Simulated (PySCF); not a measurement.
Dimethylphosphine, C₂H₇P.
Atom-mapped SMILES: `[CH3:1][PH:2][CH3:3]` (hydrogens: H4, H5, H6 on C1; H7 on P2; H8, H9, H10 on C3)

Method: PBE0-D3(BJ)/def2-SVP geometry optimisation, gas phase (PySCF 2.14.0); density fitting, grid level 1; the optimiser is geomeTRIC in internal coordinates, started from a GFN2-xTB structure with every atom displaced at random (about 0.01 Å).

Step 0: E = -11466.3054 eV
```
atom  x, y, z in Å  |  force x, y, z in eV/Å
C1      1.3801    0.1595   -0.0672   -0.622   0.685   0.103
P2      0.2101   -0.4289    1.2499    0.028   0.533   0.081
C3     -1.3981    0.1614    0.5037    1.670   0.574   0.901
H4      2.3805   -0.2402    0.0833    0.328  -0.200   0.006
H5      1.4348    1.2622   -0.0060    0.119  -0.130   0.052
H6      0.9960   -0.0776   -1.0656    0.145  -0.171  -0.199
H7      0.1287   -1.7329    0.7506   -0.086  -0.732  -0.095
H8     -2.1928   -0.2718    1.0542   -1.220  -0.583   0.693
H9     -1.4529   -0.0967   -0.5214   -0.246  -0.312  -1.507
H10    -1.4359    1.2441    0.6264   -0.118   0.338  -0.034
```

Question: Estimate the geometry and energy of step 1. (The exact step hangs on the optimiser's Hessian estimate; all steps are aligned on step 0, rigid shifts and turns removed.)

Answer: E = -11466.4046 eV, largest force 0.369 eV/Å
```
atom  x, y, z in Å  |  force x, y, z in eV/Å
C1      1.3756    0.1848   -0.0751    0.108  -0.141   0.015
P2      0.2164   -0.4244    1.2383    0.040  -0.136  -0.049
C3     -1.3851    0.1622    0.5170   -0.220  -0.263  -0.136
H4      2.3784   -0.2475    0.0808   -0.089   0.033   0.001
H5      1.4704    1.2757    0.0125    0.002   0.080   0.016
H6      1.0390   -0.0580   -1.0941    0.000  -0.003  -0.022
H7      0.1214   -1.7844    0.7764    0.026   0.167   0.054
H8     -2.2262   -0.2716    1.0926    0.166   0.112  -0.148
H9     -1.4960   -0.1135   -0.5515   -0.024   0.097   0.263
H10    -1.4435    1.2557    0.6108   -0.009   0.052   0.007
```

The energy changes by -0.0992 eV. The first-order estimate −F·Δx gives -0.2375 eV and the mean of the old and new forces, exact on a quadratic surface, -0.1020 eV. The step makes an angle of 55° with the force vector and moves no atom by more than 0.058 Å.

The cost below is that of the whole optimisation. Time: 6.2 s of wall time; peak memory 0.34 GiB. Hardware: one thread, Arm Neoverse V2 (aarch64), shared host.
